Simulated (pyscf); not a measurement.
PySCF, gas phase, ωB97X-D3(BJ)/def2-SVP geometries.

Problem. For the elementary gas-phase step O=Ga–OH + hydrogen (H₂) -> HO–GaH–OH (singlet surface; H–H broken, H–O, Ga–H formed), what barrier and reaction energy does PBE/def2-TZVP give, measured from the separated reactants?

Solution. ΔE‡ = 0.64 eV, ΔE = -2.23 eV. ωB97M-D3(BJ)/def2-TZVP gives 0.71 eV and -2.64 eV. Zero-point energy shifts the barrier by +0.07 eV. It is an addition across a multiple bond or ene-type step, with an imaginary mode of 1385i cm⁻¹. On the product side the descent ends in a point that may be a rotor saddle (no frequency run), 0.07 eV over the lowest minimum found and 3.31 eV under the saddle at ωB97X-D3(BJ)/def2-TZVP. At the saddle there is also a short Ga–H contact that neither side keeps. This is the saddle that the search found; another between the same sides may lie lower. Elements up to Kr have no core potential and no relativistic terms here.
